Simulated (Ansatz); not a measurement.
# [BH4]− (borohydride): CCSDT(Q)/6-31G

What is the energy change on altering one bond length of [BH4]− (borohydride) at CCSDT(Q)/6-31G? 

Program for the calculation: Ansatz 0.2.0.

5 further runs of the same task are left out: 4 that didn't finish, 1 set aside as unsound or not needed.

## (1) The system as given

[BH4]− has 5 atoms, charge -1, and is taken as a singlet. SMILES: `[BH4-]`. Geometry: relaxed at GFN2-xTB.

Bond lengths: B1–H2 1.228 Å, B1–H3 1.229 Å, B1–H4 1.229 Å, B1–H5 1.229 Å. Angles: H2–B1–H3 109.5°, H2–B1–H4 109.5°, H2–B1–H5 109.5°, H3–B1–H4 109.5°, H3–B1–H5 109.4°, H4–B1–H5 109.5°.

## (2) A single-point energy at CCSDT(Q)/6-31G

Contents of run.yaml:

```yaml
crystal:
  periodic: [false, false, false]
  atoms:
    - {symbol: B, position_ang: [0.000100, 0.000170, -0.000110]}
    - {symbol: H, position_ang: [0.683660, 0.997010, 0.217690]}
    - {symbol: H, position_ang: [0.726340, -0.988490, -0.067070]}
    - {symbol: H, position_ang: [-0.600410, 0.139700, -1.063360]}
    - {symbol: H, position_ang: [-0.809690, -0.148380, 0.912850]}
basis:
  gaussian: {orbitals: 6-31G}
total_charge: -1
correlation: {method: ccsdt_q, frozen_orbitals: {B: 1, H: 0}}
accuracy: high
scf: {omitted_lower_state_checks: [cluster_reference, increment]}
```

The run is started by

```
$ ansatz run run.yaml --threads 1 --pin off --max-ram 2610MiB --events-out events.jsonl --progress --plain --runs-dir runs
```

Standard output, cut to the lines that bear on the results:

```text
Warning: RAYON_NUM_THREADS=1 ignored (pool sized by the plan → 1); use --threads N
Functional definition: HF
  name "HF"
[...]
414 factors; integrals over basis functions are off by at most 3.1e-9 eV
[...]
mean field -733.39155240 eV, -26.9516424400 hartree, gradient 1.2e-8 eV, S^2 0.000000; 0 other end points of the search recorded, 0 dependent functions left out
1 core orbitals not correlated: weight in the atoms' cores, before any rotation towards them, 1.000 or more for the frozen orbitals, at most 0.000 for the correlated occupied ones
reference -733.39155240 eV, -26.9516424400 hartree; 4, 4 occupied and 12, 12 virtual orbitals, 414 factors
second order -2.09465279 eV of doubles, -0.00000000 eV of singles
cycle   1  -2.49266494 eV  change   -4.0e-1 eV  update   4.8e-2
[...]
cycle  16  -2.70559996 eV  change  -3.9e-10 eV  update  9.7e-10
perturbative correction 0.00028692 eV, 0.0000105443 hartree
Total energy: -736.09686544 eV, -27.0510608604 hartree
Checks for a lower state left out: cluster_reference, increment
```

Run time: 0.48 s. Hardware: 1 thread of Intel Xeon Platinum 8259CL at 2.50GHz (Skylake/Cascade Lake), shared host; peak memory 0.094 GiB.

## (3) The distorted shape, same level

Contents of in.yaml:

```yaml
basis:
  gaussian:
    orbitals: 6-31G
crystal:
  periodic: [false, false, false]
  atoms:
    - {symbol: B, position_ang: [-0.170789, -0.249038, -0.054560]}
    - {symbol: H, position_ang: [0.683660, 0.997010, 0.217690]}
    - {symbol: H, position_ang: [0.555451, -1.237698, -0.121520]}
    - {symbol: H, position_ang: [-0.771299, -0.109508, -1.117810]}
    - {symbol: H, position_ang: [-0.980579, -0.397588, 0.858400]}
total_charge: -1
correlation:
  method: ccsdt_q
  frozen_orbitals: {B: 1, H: 0}
accuracy: high
scf:
  omitted_lower_state_checks: [cluster_reference, increment]
```

The run is started by

```
$ ansatz run in.yaml --threads 1 --pin off --max-ram 2610MiB --events-out events.jsonl --progress --plain --runs-dir runs
```

Standard output, cut to the lines that bear on the results:

```text
Warning: RAYON_NUM_THREADS=1 ignored (pool sized by the plan → 1); use --threads N
Functional definition: HF
  name "HF"
[...]
413 factors; integrals over basis functions are off by at most 3.8e-9 eV
[...]
mean field -732.91678977 eV, -26.9341952352 hartree, gradient 7.2e-8 eV, S^2 0.000000; 0 other end points of the search recorded, 0 dependent functions left out
1 core orbitals not correlated: weight in the atoms' cores, before any rotation towards them, 1.000 or more for the frozen orbitals, at most 0.000 for the correlated occupied ones
reference -732.91678977 eV, -26.9341952352 hartree; 4, 4 occupied and 12, 12 virtual orbitals, 413 factors
second order -2.10626822 eV of doubles, -0.00000000 eV of singles
cycle   1  -2.51837209 eV  change   -4.1e-1 eV  update   5.5e-2
[...]
cycle  18  -2.77076022 eV  change  -6.3e-10 eV  update  3.1e-10
perturbative correction 0.00113688 eV, 0.0000417794 hartree
Total energy: -735.68641312 eV, -27.0359770158 hartree
Checks for a lower state left out: cluster_reference, increment
```

It took 0.46 s on 1 thread of Intel Xeon Platinum 8259CL at 2.50GHz (Skylake/Cascade Lake), shared host.

## (4) What came out

Level: CCSDT(Q)/6-31G, 1 core orbital frozen.

| quantity | value |
| --- | --- |
| first shape: total energy | -27.05106 Eh |
| first shape: correlation energy (1 core orbital frozen) | -99.4 mEh |
| first shape: T1 diagnostic | 0.006 |
| distorted shape: total energy | -27.03598 Eh |
| distorted shape: correlation energy (1 core orbital frozen) | -101.8 mEh |
| distorted shape: T1 diagnostic | 0.009 |
| energy change with the B1–H2 bond stretched from 1.228 to 1.535 Å | 0.410 eV |

What this shows: With the B1–H2 bond stretched from 1.228 to 1.535 Å the energy rises by 0.41 eV (9.5 kcal/mol). The first shape isn't relaxed at this level, so the change isn't measured from a minimum.
